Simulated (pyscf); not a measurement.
Elementary routes open to Cl–C:–Cl [singlet] + ethylene (H₂C=CH₂) in the gas phase (singlet surface):
A. H₂C=CH–CH(Cl)–Cl (C–H broken; C–C, C–H formed)
B. cyclic C₃H₄Cl₂ (SMILES ClC1(Cl)CC1) (none broken; C–C, C–C formed)

Single points on ωB97X-D3(BJ)/def2-SVP structures (PySCF, gas phase). Correlated levels are frozen-core, on RHF or UHF. ΔMP2 is the change of the MP2 total energy from the triple- to the quadruple-zeta basis.

Rank the routes by free-energy barrier at 900 K, lowest first, for CCSD(T)/def2-TZVPP + ΔMP2(QZVPP) energies (ideal gas, 1 atm, RRHO with modes under 100 cm⁻¹ raised to 100, one conformer, R ln 2 for chiral ones without a mode under 150 cm⁻¹).

B (34.9 kcal/mol), A (50.7 kcal/mol)

Route B is the fastest of these, ahead of the next by 15.8 kcal/mol. The most stable products are those of A (ΔG = -38.2 kcal/mol), whose barrier is 15.8 kcal/mol higher: the kinetic and the thermodynamic product differ. At 298 K B is still the fastest. Only these routes are compared; each barrier is that of the saddle found, and lower ones may exist. One closed-shell reference is unstable to symmetry breaking; treat the single-reference values with care. The CCSD(T) − MP2 part came from Ansatz, without density fitting, on the same reference.
